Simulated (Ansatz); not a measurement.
**CH₅AlO: ionisation energy by level of theory**

An exercise on one series of results from a longer session: the logs are not shown, and one member is left open.

Program: Ansatz 0.2.0, Gaussian basis. Level of theory: unrestricted cation, the program's frozen cores in correlated methods. These are calculated values, not measurements.

Levels to be run: UKS PBE-D4/def2-TZVPP; UKS r2SCAN-D4/def2-TZVPP; UKS PBE0-D4/def2-TZVPP; UKS B3LYP-D4/def2-TZVPP; UKS wB97X-V/def2-TZVPP; UKS wB97M-V/def2-TZVPP; UKS B2PLYP/def2-TZVPP; UHF-CCSD(T)/def2-TZVPP; UHF-MP2/def2-QZVPP; extrapolation to the limit; then −ε(HOMO) from the neutral's earlier runs with LDA (SPW92), PBE-D4, revPBE-D4, BLYP-D4, r2SCAN-D4, B97M-V, PBE0-D4, B3LYP-D4, r2SCANh-D4, r2SCAN0-D4, HSE06-D4, BHLYP-D4, CAM-B3LYP-D4, LC-ωPBE, ωB97X-V, ωB97M-V.

1 further run of the same task is left out (it didn't finish).

## The relaxed structure

All runs share one geometry, relaxed beforehand with PBE0-D4 in a triple-zeta def2 set.

SMILES `C[O][AlH2]`, 8 atoms, charge 0, spin multiplicity 1.

Atoms are counted from 1 here; the program's logs count them from 0.

Bond lengths: C1–O2 1.397 Å, C1–H4 1.095 Å, C1–H5 1.098 Å, C1–H6 1.095 Å, O2–Al3 1.686 Å, Al3–H7 1.585 Å, Al3–H8 1.577 Å. Angles: O2–C1–H4 110.1°, O2–C1–H5 112.6°, O2–C1–H6 110.1°, H4–C1–H5 108.0°, H4–C1–H6 107.8°, H5–C1–H6 108.0°, C1–O2–Al3 134.1°, O2–Al3–H7 118.7°, O2–Al3–H8 116.3°, H7–Al3–H8 125.0°.

The first run:

The input, in.yaml:

```yaml
crystal:
  periodic: [false, false, false]
  atoms:
    - {symbol: C, position_ang: [-0.458701, 1.087280, -0.422268]}
    - {symbol: O, position_ang: [-0.579766, -0.252191, -0.043855]}
    - {symbol: Al, position_ang: [0.505619, -1.418557, 0.507597]}
    - {symbol: H, position_ang: [-0.793323, 1.217557, -1.456709]}
    - {symbol: H, position_ang: [0.573285, 1.454590, -0.349864]}
    - {symbol: H, position_ang: [-1.088263, 1.716895, 0.215156]}
    - {symbol: H, position_ang: [2.031567, -1.021609, 0.673239]}
    - {symbol: H, position_ang: [-0.098216, -2.841165, 0.820805]}
basis:
  gaussian: {orbitals: def2-TZVPP}
total_charge: 1
magnetization: {spin_polarized: true, initial_magnetization: 1}
hamiltonian: {xc: pbe, dispersion: d4}
```

Launch:

```bash
> ansatz run in.yaml --threads 4 --pin off --events-out ev --progress --plain --max-ram 10444MiB
```

Among the steps run: Cation, UKS PBE-D4/def2-TZVPP; Cation, UKS r2SCAN-D4/def2-TZVPP; Cation, UKS PBE0-D4/def2-TZVPP; Cation, UKS B3LYP-D4/def2-TZVPP; Cation, UKS wB97X-V/def2-TZVPP; Cation, UKS wB97M-V/def2-TZVPP; Cation, UKS B2PLYP (frozen core)/def2-TZVPP; Cation, UHF-CCSD(T)/def2-TZVPP; Cation, UHF-MP2/def2-QZVPP.

One of the session's tables, all rows but one given; the rest of the session is left out.

For comparison, −ε(HOMO) of the neutral from earlier runs:

```
  functional  −ε(HOMO) (eV)
 LDA (SPW92)           6.72
      PBE-D4           6.62
   revPBE-D4           6.58
     BLYP-D4           6.54
   r2SCAN-D4           6.94
      B97M-V           7.10
     PBE0-D4           8.08
    B3LYP-D4              ?
  r2SCANh-D4           7.49
  r2SCAN0-D4           8.30
    HSE06-D4           7.67
    BHLYP-D4           9.45
CAM-B3LYP-D4           9.51
     LC-ωPBE          10.85
     ωB97X-V          10.53
     ωB97M-V          10.38
```

Q: Estimate the row for B3LYP-D4 from the others.

Worked estimate for «−ε(HOMO) (eV)». Against the share of exact exchange, BLYP-D4 (0, 6.54), BHLYP-D4 (0.5, 9.45) give a slope of 5.82 per unit share; at 0.2 the line stands at 7.70.

**Answer.** −ε(HOMO) (eV): 7.87. In «−ε(HOMO) (eV)» the line misses by -0.17.

To keep in mind: The cation may have settled in a state other than its lowest; no search over hole states beyond the program's own was made.
